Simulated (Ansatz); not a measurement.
Input for Ansatz (development build ahead of 0.2.0):

```yaml
crystal:
  periodic: [false, false, false]
  atoms:
    - { symbol: "N", position_ang: [0.04024, -0.02141, -0.5954] }
    - { symbol: "N", position_ang: [0.03525, 0.00485, 0.65097] }
    - { symbol: H, position_ang: [-0.02119, 0.98401, -0.87039] }
    - { symbol: H, position_ang: [0.03636, -0.96288, 0.90418] }
basis:
  gaussian: { orbitals: cc-pVDZ }
hamiltonian:
  xc: hf
correlation:
  method: mp2
  frozen_orbitals: { H: 0, "N": 1 }
```

The input is written out in the form of the current development build from the run's settings.

The run gave:

```
Converged                       : yes
Reference energy                : -110.00507 hartree
Correlation energy              : -0.33039 hartree
Total energy                    : -110.33547 hartree
Spin squared of the determinant : 0.000
```
